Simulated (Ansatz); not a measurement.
## CHClO: structure from calculated spectroscopic constants

These gas-phase data were calculated for one isomer of CHClO at B3LYP/6-31G* (harmonic, unscaled wavenumbers; equilibrium rotational constants with average atomic masses):

| Property | Result |
| --- | --- |
| rotational constants | 60.4, 6.27, 5.68 GHz |
| all wavenumbers above 1500 cm⁻¹ | 3429 |
| dipole moment | 2.48 D (PBE0/def2-TZVPD) |

Candidates:

(1) `O[C]Cl`, a singlet
(2) `O=CCl`, a singlet

Problem. Assign the data to one candidate and say why.

Solution. Candidate (1). The band at 3429 cm⁻¹ lies where the O–H stretch is expected; (2) has no mode between 3300 and 4000 cm⁻¹.

The same quantities for all candidates:

```
     rotational constants (GHz)  wavenumbers above 1500 cm⁻¹  dipole (D)  E above the lowest, B3LYP/6-31G* (kcal/mol)
(1)            60.4, 6.27, 5.68                         3429        2.48                                         51.4
(2)         77.79, 5.945, 5.523                   3090, 1878        1.87                                          0.0
```

Each candidate is one conformer. Programs: Ansatz 0.2.0.
